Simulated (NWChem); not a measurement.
# C₃H₇, doublet; SMILES C[CH]C

```xyz
10

C      0.1926     0.0158     1.3013
C     -0.5238    -0.1343     0.0000
C      0.1926     0.0158    -1.3013
H     -0.3999    -0.3643     2.1415
H      1.1548    -0.5161     1.2956
H      0.4284     1.0721     1.5300
H     -1.6110    -0.1013     0.0000
H     -0.3999    -0.3643    -2.1415
H      0.4284     1.0721    -1.5300
H      1.1548    -0.5161    -1.2956
```
Atoms are numbered in this order, from 1.

Program: NWChem. Spin-unrestricted. In the optimisation the excess spin sits in a' (Cs, its own frame). All runs use the structure optimised with B3LYP/6-31G* (spherical d), spin-unrestricted. No stability test was run on the SCF state. Level: M06-2X/def2-SVP with COSMO at NWChem's default radii, gas-phase geometry; rows give the dielectric constant. Reactions with the solvent are ignored.

| dielectric constant | electrostatic solvation energy (kcal/mol) | dipole in solution (D) |
|---|---|---|
| 2.0 | -0.3 | 0.28 |
| 2.4 | -0.4 | 0.29 |
| 11.7 | -0.6 | 0.32 |
| 46.7 | -0.7 | 0.33 |
| 78.4 | -0.7 | 0.33 |
